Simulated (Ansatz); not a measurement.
Ideal-gas functions of C₂H₄N₂O (`C=NC(=N)O`) at 600 K and 1 bar, from an Ansatz frequency run at PBE0-D4/def2-TZVP.

Molar mass 72.07 g/mol, point group Cs (symmetry number 1), electronic degeneracy 1, moments of inertia 46.584, 103.804, 150.388 u Å². Harmonic wavenumbers (cm⁻¹, unscaled): 68, 343, 508, 535, 575, 612, 841, 886, 901, 1093, 1106, 1223, 1251, 1416, 1494, 1728, 1756, 3085, 3184, 3552, 3816.

Use S(trans) = R[1.5 ln M + 2.5 ln T − 1.1517]; rotational temperatures θ = 24.2544 K / I; S(rot) = R[ln(√π/σ · √(T³/θAθBθC)) + 1.5]; for each mode x = 1.438777 ν̃/T, S = R[x/(eˣ − 1) − ln(1 − e⁻ˣ)] and H = RT x/(eˣ − 1); 1 cm⁻¹ = 0.0119627 kJ/mol; R = 8.31446 J/(mol·K).

Problem. By hand: the entropy, in J/(mol·K).

Solution. Translation 176.7. Rotation: θ = 0.5207, 0.2337, 0.1613 K, giving 113.4. Vibration, mode by mode: 23.40, 10.17, 7.17, 6.79, 6.27, 5.83, 3.76, 3.45, 3.36, 2.34, 2.28, 1.83, 1.73, 1.26, 1.09, 0.69, 0.65, 0.04, 0.03, 0.02, 0.01, in all 82.2. Electronic 0.0. Sum 372.3 J/(mol·K).

Problem. By hand: H − E and G − E in kJ/mol, counted from the electronic energy.

Solution. Zero-point energy ½ × 29973 × 0.0119627 = 179.3; thermal vibration 27.1; translation, rotation and pV give 4 RT = 20.0. H − E = 226.4 kJ/mol, and G − E = 226.4 − 600 × 372.3/1000 = 3.0 kJ/mol.

Vibration gives 22 % of the entropy, 23.4 J/(mol·K) of it from the mode under 150 cm⁻¹: soft modes count most, and the harmonic formula is weakest for them. The sum counts one conformer and one mirror image; others add a mixing term.
